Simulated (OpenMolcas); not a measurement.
# A workflow on BNH4 (BH2(NH2))

Wanted: a single-point energy (UHF/STO-3G), then the energy (CASSCF(2,2)/STO-3G), then a single-point energy (CASPT2(2,2)/STO-3G), then the energy (SC-NEVPT2(2,2)/STO-3G), then the energy (MRCI(2,2)/STO-3G) of BNH4 (BH2(NH2)). 

The results are computed with OpenMolcas 26.06.

### Step 1. The system as given

BNH4 has 6 atoms, charge 0, and is taken as a singlet. SMILES: `[H]B([H])N`. The N4–H5 distance was set to 2.517 Å, away from the relaxed value. At this shape a bond of the SMILES string is far longer than usual.

Bond lengths: B1–N4 1.378 Å, B1–H2 1.171 Å, B1–H3 1.171 Å, N4–H6 1.007 Å. Angles: B1–N4–H6 123.7°, H2–B1–N4 118.8°, H3–B1–N4 119.0°, H2–B1–H3 122.1°.

### Step 2. A single-point energy at UHF/STO-3G (run 1)

Input file mol.xyz:

```xyz
6

B      1.622843     0.822945     0.770452
H      2.611003     0.902095     1.394242
H      1.202293     1.724615     0.152692
N      0.935503    -0.370925     0.762932
H     -1.199300    -0.750580    -0.515060
H      1.232113    -1.189165     1.268762
```

Input file step1.inp:

```
>>> EXPORT MOLCAS_PRINT=2

&GATEWAY
  BasLib
  $CurrDir
  Coord
  mol.xyz
  Basis
  STO-3G
  Group
  NoSym

&SEWARD

&SCF
  UHF
  Scramble
  0.25
  PrOrbitals
  1 1
```

The basis set STO-3G is read from a file made from the Basis Set Exchange's data (not shown).

Run with:

```
$ export MOLCAS_MEM=1860
$ pymolcas step1.inp > step1.log
```

Standard output:

```text
--- Start Module: gateway ---
[...]
--- Stop Module: gateway /rc=_RC_ALL_IS_WELL_ ---
--- Start Module: seward ---
[...]
      Basis functions           14
--- Stop Module: seward /rc=_RC_ALL_IS_WELL_ ---
--- Start Module: scf ---
[...]
       Convergence after  31 Iterations
[...]
::    Total SCF energy                                -80.2749269386
[...]
      Total spin, S                                     0.6199885396
[...]
      Total electronic charge=   16.000000
      Total            charge=   -0.000000
[...]
      Dipole Moment (debye):
      Origin of the operator (angstrom)=    1.1997    0.1569    0.7397
                   X= -3.5816E-02               Y= -1.3593E+00               Z=  4.9413E-01           Total=  1.4468E+00
      Quadrupole Moment (debye*angstrom):
[...]
--- Stop Module: scf /rc=_RC_ALL_IS_WELL_ ---
[...]
```

Wall time 2.1 s (1 thread of Arm Neoverse V1, shared host); peak memory 0.37 GiB.

### Step 3. The energy at CASSCF(2,2)/STO-3G (run 2)

mol.xyz is that of step 2.

Input file step2.input:

```
&GATEWAY
 BasLib=$CurrDir
 Coord=mol.xyz
 Basis=STO-3G
 Group=NoSym

&SEWARD

&RASSCF
 FileOrb=$CurrDir/step1.UnaOrb
 Spin=1
 Nactel=2 0 0
 Inactive=7
 Ras2=2
 OrbListing=Nothing
 OrbAppear=Compact
```

The basis set STO-3G is read from a file made from the Basis Set Exchange's data (not shown).

Run with:

```
$ export MOLCAS_MEM=1860
$ pymolcas step2.input > step2.log
```

Standard output:

```text
--- Start Module: gateway ---
[...]
--- Stop Module: gateway /rc=_RC_ALL_IS_WELL_ ---
--- Start Module: seward ---
[...]
      Basis functions           14
--- Stop Module: seward /rc=_RC_ALL_IS_WELL_ ---
--- Start Module: rasscf ---
[...]
      Number of active orbitals                  2
[...]
      Spin quantum number                      0.0
[...]
      Active orbitals                            2
[...]
      Number of CSFs                             3
[...]
      Number of root(s) required                 1
[...]
      Convergence after  8 iterations
[...]
      printout of CI-coefficients larger than  0.05 for root  1
      energy=     -80.276585
      conf/sym  11     Coeff  Weight
             1  20  -0.79251 0.62808
             3  02   0.60986 0.37192
      Natural orbitals and occupation numbers for root  1
      sym 1:   1.256152   0.743848
      ************************************************************************************************************************
      *                                                    Final results                                                     *
[...]
::    RASSCF root number  1 Total energy:    -80.27658487
[...]
      Total electronic charge=   16.000000
      Total            charge=   -0.000000
[...]
      Dipole Moment (debye):
      Origin of the operator (angstrom)=    1.1997    0.1569    0.7397
                   X= -2.7108E-02               Y= -1.3052E+00               Z=  4.7937E-01           Total=  1.3907E+00
      Quadrupole Moment (debye*angstrom):
[...]
--- Stop Module: rasscf /rc=_RC_ALL_IS_WELL_ ---
[...]
```

Wall time 1.7 s (1 thread of Arm Neoverse V1, shared host); peak memory 0.37 GiB.

### Step 4. The energy at CASPT2(2,2)/STO-3G (run 3)

mol.xyz is that of step 3.

Input file step3.input:

```
&GATEWAY
  BasLib=$CurrDir
  Coord=mol.xyz
  Basis=STO-3G
  Group=NoSym

&SEWARD

&RASSCF
  FileOrb=$CurrDir/step2.RasOrb
  Spin=1
  Nactel=2 0 0
  Inactive=7
  Ras2=2
  OrbListing=Nothing
  OrbAppear=Compact

&CASPT2
  Imaginary=0.1
  Frozen=2
```

The basis set STO-3G is read from a file made from the Basis Set Exchange's data (not shown).

Run with:

```
$ export MOLCAS_MEM=1860
$ pymolcas step3.input > step3.log
```

Standard output:

```text
--- Start Module: gateway ---
[...]
--- Stop Module: gateway /rc=_RC_ALL_IS_WELL_ ---
[...]
      Basis functions           14
[...]
--- Start Module: rasscf ---
[...]
      Number of active orbitals                  2
[...]
      Spin quantum number                      0.0
[...]
      Active orbitals                            2
[...]
      Number of CSFs                             3
[...]
      Number of root(s) required                 1
[...]
      Convergence after  4 iterations
[...]
      printout of CI-coefficients larger than  0.05 for root  1
      energy=     -80.276585
      conf/sym  11     Coeff  Weight
             1  20  -0.79251 0.62808
             3  02   0.60986 0.37192
      Natural orbitals and occupation numbers for root  1
      sym 1:   1.256152   0.743848
      ************************************************************************************************************************
      *                                                    Final results                                                     *
[...]
::    RASSCF root number  1 Total energy:    -80.27658487
[...]
      Total electronic charge=   16.000000
      Total            charge=   -0.000000
[...]
      Dipole Moment (debye):
      Origin of the operator (angstrom)=    1.1997    0.1569    0.7397
                   X= -2.7098E-02               Y= -1.3053E+00               Z=  4.7934E-01           Total=  1.3908E+00
      Quadrupole Moment (debye*angstrom):
[...]
--- Stop Module: rasscf /rc=_RC_ALL_IS_WELL_ ---
--- Start Module: caspt2 ---
[...]
      E2 (Variational):          -0.0773672860
      Total energy:             -80.3539521590
[...]
      Reference weight:           0.96618
[...]
::    CASPT2 Root  1     Total energy:    -80.35395216
[...]
--- Stop Module: caspt2 /rc=_RC_ALL_IS_WELL_ ---
[...]
```

Run time: 1.6 s. Hardware: 1 thread of Arm Neoverse V1, shared host; peak memory 0.37 GiB.

### Step 5. A single-point energy at SC-NEVPT2(2,2)/STO-3G (run 4)

mol.xyz is that of step 4.

Input file step4.input:

```
&GATEWAY
BasLib=$CurrDir
Coord=mol.xyz
Basis=STO-3G
Group=NoSym
&SEWARD
&RASSCF
FileOrb=$CurrDir/step2.RasOrb
Spin=1
Nactel=2 0 0
Inactive=7
Ras2=2
OrbListing=Nothing
OrbAppear=Compact
&CASPT2
SC-NEVPT2
Frozen=2
```

The basis set STO-3G is read from a file made from the Basis Set Exchange's data (not shown).

Run with:

```
$ export MOLCAS_MEM=1860
$ pymolcas step4.input > step4.log
```

Standard output:

```text
--- Start Module: gateway ---
[...]
--- Stop Module: gateway /rc=_RC_ALL_IS_WELL_ ---
[...]
      Basis functions           14
[...]
--- Start Module: rasscf ---
[...]
      Number of active orbitals                  2
[...]
      Spin quantum number                      0.0
[...]
      Active orbitals                            2
[...]
      Number of CSFs                             3
[...]
      Number of root(s) required                 1
[...]
      Convergence after  4 iterations
[...]
      printout of CI-coefficients larger than  0.05 for root  1
      energy=     -80.276585
      conf/sym  11     Coeff  Weight
             1  20  -0.79251 0.62808
             3  02   0.60986 0.37192
      Natural orbitals and occupation numbers for root  1
      sym 1:   1.256152   0.743848
      ************************************************************************************************************************
      *                                                    Final results                                                     *
[...]
::    RASSCF root number  1 Total energy:    -80.27658487
[...]
      Total electronic charge=   16.000000
      Total            charge=   -0.000000
[...]
      Dipole Moment (debye):
      Origin of the operator (angstrom)=    1.1997    0.1569    0.7397
                   X= -2.7098E-02               Y= -1.3053E+00               Z=  4.7934E-01           Total=  1.3908E+00
      Quadrupole Moment (debye*angstrom):
[...]
--- Stop Module: rasscf /rc=_RC_ALL_IS_WELL_ ---
--- Start Module: caspt2 ---
[...]
      E2 (Variational):          -0.0759749201
[...]
      E2 (Variational):          -0.0758746097
      Total energy:             -80.3524594826
[...]
      Reference weight:           0.96742
[...]
::    SC-NEVPT2 Root  1     Total energy:    -80.35245948
[...]
--- Stop Module: caspt2 /rc=_RC_ALL_IS_WELL_ ---
[...]
```

Run time: 1.6 s. Hardware: 1 thread of Arm Neoverse V1, shared host; peak memory 0.37 GiB.

### Step 6. A single-point energy at MRCI(2,2)/STO-3G (run 5)

mol.xyz is that of step 5.

Input file step5.input:

```
&GATEWAY
 BasLib
 $CurrDir
 Coord
 mol.xyz
 Basis
 STO-3G
 Group
 NoSym

&SEWARD

&RASSCF
 FileOrb
 $CurrDir/step2.RasOrb
 Spin
 1
 Nactel
 2 0 0
 Inactive
 7
 Ras2
 2
 OrbListing
 Nothing
 OrbAppear
 Compact

&MOTRA
 LumOrb
 Frozen
 2

&GUGA
 Electrons
 12
 Spin
 1
 Inactive
 5
 Active
 2
 CIAll
 1

&MRCI
 SDCI
```

The basis set STO-3G is read from a file made from the Basis Set Exchange's data (not shown).

Run with:

```
$ export MOLCAS_MEM=1860
$ pymolcas step5.input > step5.log
```

Standard output:

```text
--- Start Module: gateway ---
[...]
--- Stop Module: gateway /rc=_RC_ALL_IS_WELL_ ---
[...]
      Basis functions           14
[...]
      Number of active orbitals                  2
[...]
      Spin quantum number                      0.0
[...]
      Active orbitals                            2
[...]
      Number of CSFs                             3
[...]
      Number of root(s) required                 1
[...]
      Convergence after  4 iterations
[...]
      printout of CI-coefficients larger than  0.05 for root  1
      energy=     -80.276585
      conf/sym  11     Coeff  Weight
             1  20  -0.79251 0.62808
             3  02   0.60986 0.37192
      Natural orbitals and occupation numbers for root  1
      sym 1:   1.256152   0.743848
      ************************************************************************************************************************
      *                                                    Final results                                                     *
[...]
::    RASSCF root number  1 Total energy:    -80.27658487
[...]
      Dipole Moment (debye):
      Origin of the operator (angstrom)=    1.1997    0.1569    0.7397
                   X= -2.7098E-02               Y= -1.3053E+00               Z=  4.7934E-01           Total=  1.3908E+00
      Quadrupole Moment (debye*angstrom):
[...]
--- Start Module: guga ---
[...]
--- Stop Module: guga /rc=_RC_ALL_IS_WELL_ ---
[...]
       (But an ACPF correction will be computed)
       USE THE DEFAULT ACPF G-VALUE GFAC=  0.16666666666666666
[...]
                      CI ENERGY:   -80.37659363
[...]
                ACPF CORRECTION:    -0.00636930
[...]
      Total electronic charge=   16.000000
      Total            charge=    0.000000
[...]
     ACPF CORRECTION:     -0.00636930
[...]
  CI State   1     Total energy:    -80.37659363     QDav:     -0.00774177     QACPF:     -0.00636930
[...]
```

Wall time 1.8 s (1 thread of Arm Neoverse V1, shared host); peak memory 0.37 GiB.

### Step 7. Summary of results

| quantity | value |
| --- | --- |
| run 1, UHF/STO-3G: total energy | -80.27493 Eh |
| run 1, UHF/STO-3G: dipole moment | 1.45 D |
| run 1, UHF/STO-3G: HOMO energy | -9.37 eV |
| run 1, UHF/STO-3G: LUMO energy | 5.95 eV |
| run 1, UHF/STO-3G: HOMO–LUMO gap | 15.32 eV |
| run 1, UHF/STO-3G: ⟨S²⟩ | 1.004 |
| run 2, CASSCF(2,2)/STO-3G: total energy | -80.27658 Eh |
| run 2, CASSCF(2,2)/STO-3G: dipole moment (CASSCF density) | 1.39 D |
| run 3, CASPT2(2,2)/STO-3G: total energy | -80.35395 Eh |
| run 3, CASPT2(2,2)/STO-3G: dipole moment (CASSCF density) | 1.39 D |
| run 4, SC-NEVPT2(2,2)/STO-3G: total energy | -80.35246 Eh |
| run 4, SC-NEVPT2(2,2)/STO-3G: dipole moment (CASSCF density) | 1.39 D |
| run 5, MRCI(2,2)/STO-3G: total energy | -80.37659 Eh |
| run 5, MRCI(2,2)/STO-3G: dipole moment (CASSCF density) | 1.39 D |

What this shows: ⟨S²⟩ (run 1, UHF/STO-3G) is 1.00 where a pure singlet has 0.00: the reference is spin-contaminated. Mulliken charges (run 2, CASSCF(2,2)/STO-3G) run from -0.31 on N4 to +0.24 on B1; they depend strongly on the basis. Mulliken charges (run 4, SC-NEVPT2(2,2)/STO-3G) of the CASSCF density run from -0.31 on N4 to +0.24 on B1.
